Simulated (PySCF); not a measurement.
C3H5O2S (charge +1).
Z-matrix (Å and degrees, GFN2-xTB geometry), rows numbered from 1:
```
C 
S   1  1.8173
O   2  1.4256  1  106.65
C   2  2.1445  1   97.12  3  -106.92
C   4  1.3400  2  109.51  1    49.55
O   5  1.1300  4  173.22  2    -1.02
H   1  1.0900  2  106.00  3   -82.45
H   1  1.0846  2  111.00  3   160.12
H   1  1.0858  2  111.74  3    34.86
H   4  1.0894  2  100.59  1   170.09
H   4  1.0862  2  103.12  1   -74.25
```

Structure optimised with GFN2-xTB, isolated species.

Masses are those of the commonest isotopes; rigid-rotor values at the optimised geometry. The values belong to one conformer with, in the numbering `[CH3:1][S@:2](=[O:3])[CH2:4][C:5]#[O+:6]`, C1–S2–C4–C5 50°.

Question: What are A, B and C (MHz)?

Answer: Ia = 107.06, Ib = 259.00, Ic = 278.97 u·Å²; 505379 MHz·u·Å²/I gives A = 4721, B = 1951, C = 1812 MHz.

Question: Classify the top.

Answer: A near-prolate asymmetric top. Ray's parameter κ = (2B − A − C)/(A − C) = -0.904; −1 is the prolate and +1 the oblate limit.

Question: What does the inertial defect say?

Answer: Not planar: Δ = Ic − Ia − Ib = -87.08 u·Å². For a rigid frame Δ = −2 Σ m c², so Σ m c² = 43.54 u·Å² lies off the ab plane: 6.22 from hydrogen and 37.32 from heavier atoms. The atom farthest from that plane is 1.96 Å away.

Question: Give the coordinates in the principal-axis frame, origin at the centre of mass.

Answer: The sense of each axis is arbitrary; atoms in the order of the calculation.
```tsv
atom	mass (u)	a (Å)	b (Å)	c (Å)
C1	12.000	0.871	1.587	0.204
S2	31.972	1.165	-0.206	0.265
O3	15.995	1.226	-0.656	-1.086
C4	12.000	-0.799	-0.775	0.911
C5	12.000	-1.715	-0.183	0.132
O6	15.995	-2.385	0.373	-0.589
H7	1.008	1.847	2.046	0.048
H8	1.008	0.472	1.948	1.146
H9	1.008	0.235	1.862	-0.631
H10	1.008	-0.744	-1.856	0.791
H11	1.008	-0.809	-0.483	1.957
```

Question: Estimate the classical rotational partition function at 10 K, 25 K and 100 K.

Answer: Point group C1, symmetry number σ = 1; q = (√π/σ)·√((kT/h)³/(ABC)), k/h = 20836.6 MHz/K: 1310 at 10 K, 5160 at 25 K, 41300 at 100 K.

Whether it is a minimum is left open (no frequencies). Constants of a rigid frame at the computed geometry: no zero-point averaging, no centrifugal distortion.
